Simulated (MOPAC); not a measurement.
MOPAC input (AM1):

```
AM1 1SCF CHARGE=-1 GEO-OK AUX(PRECISION=9) THREADS=1
C3H3

C     0.00459725 1   -0.00249754 1    0.33487939 1
C     0.02158522 1   -0.01172655 1    1.57233990 1
C    -0.01550427 1    0.00842296 1   -1.12938267 1
H    -0.01786863 1    1.02668686 1   -1.54815061 1
H     0.85593006 1   -0.49887077 1   -1.57152384 1
H    -0.90213069 1   -0.49300933 1   -1.54734531 1
```

**Question.** What heat of formation does the run end on, and which ionisation energy by Koopmans theorem?

**Answer.** 76.89 kcal/mol; 3.29 eV.
